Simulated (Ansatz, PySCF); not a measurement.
Molecule: H₂S, charge 0, multiplicity 1. 
Structure (B3LYP-D3(BJ)/def2-TZVP (Ansatz, a program for electronic structure) minimum search):
```
S
H 1 1.3426
H 1 1.3426 2 92.55
```

PBE beside other levels, property by property. Cores are frozen in the correlated levels unless marked. UHF or UKS for open shells. Spin-orbit coupling is left out. No relativistic terms. CBS marks a two-point X^-3 extrapolation of the correlation energy; Hartree-Fock from the larger set (for Q and 5 zeta extrapolated as (X+1)exp(-9√X)). Rows marked 298 K are enthalpies with B3LYP-D3(BJ) harmonic zero-point and thermal terms from PySCF. Enthalpies of formation rest on the atoms' values in the G2/97 table (older ones for B and Si), with no core term in the frozen-core levels. Vertical energies are electronic, to the SCF solution reached for that spin. Anions need diffuse functions, of which def2-TZVPD holds fewer than the aug- sets. The coupled-cluster column (Ansatz) is a level with limits of its own: (a) CCSD(T)/CBS(aug-cc-pV(T+d)Z,aug-cc-pV(Q+d)Z); (b) CCSD(T)/CBS(cc-pV(T+d)Z,cc-pV(Q+d)Z); (c) CCSD(T)/CBS(cc-pV(Q+d)Z,cc-pV(5+d)Z).

```csv
property,PBE0/def2-TZVPD (Ansatz),CAM-B3LYP/def2-TZVPD (Ansatz),wB97X-V/def2-TZVPD (Ansatz),coupled cluster,measured
enthalpy of formation at 298 K by atomisation (kcal/mol),-2.0,-4.0,-6.1,-5.9 (c),-4.9
vertical ionisation energy to the doublet (eV),10.35,10.43,10.43,10.49 (a),10.50
"proton affinity at S, enthalpy at 298 K, to [SH3+] (kcal/mol)",170.0,167.9,170.3,168.8 (b),-
"deprotonation enthalpy (H-S bond), 298 K, to [SH-] + H+ (kcal/mol)",351.3,349.5,352.4,350.9 (a),-
"H-S bond dissociation enthalpy, 298 K, to [SH] (HS) + H atom (kcal/mol)",88.6,89.3,90.5,91.6 (c),-
```

Measured values: CCCBDB table in ASE; G2/97 table in ASE (Curtiss et al.); they hold spin-orbit effects, which all levels lack, and core correlation, which the frozen-core levels lack. This is an older compilation, not checked against later work.

What does PBE/def2-TZVPD (Ansatz) give for each property, and on which side of the measured value, or else of coupled cluster, does it fall?


- enthalpy of formation at 298 K by atomisation: PBE lies 0.6 kcal/mol above the measured value; PBE gives -4.3 kcal/mol.
- vertical ionisation energy to the doublet: PBE lies 0.12 eV below the measured value; PBE gives 10.38 eV.
- proton affinity at S, enthalpy at 298 K, to [SH3+]: PBE lies 0.7 kcal/mol above coupled cluster; PBE gives 169.5 kcal/mol.
- deprotonation enthalpy (H-S bond), 298 K, to [SH-] + H+: PBE lies 1.7 kcal/mol below coupled cluster; PBE gives 349.2 kcal/mol.
- H-S bond dissociation enthalpy, 298 K, to [SH] (HS) + H atom: PBE lies 2.1 kcal/mol below coupled cluster; PBE gives 89.5 kcal/mol.
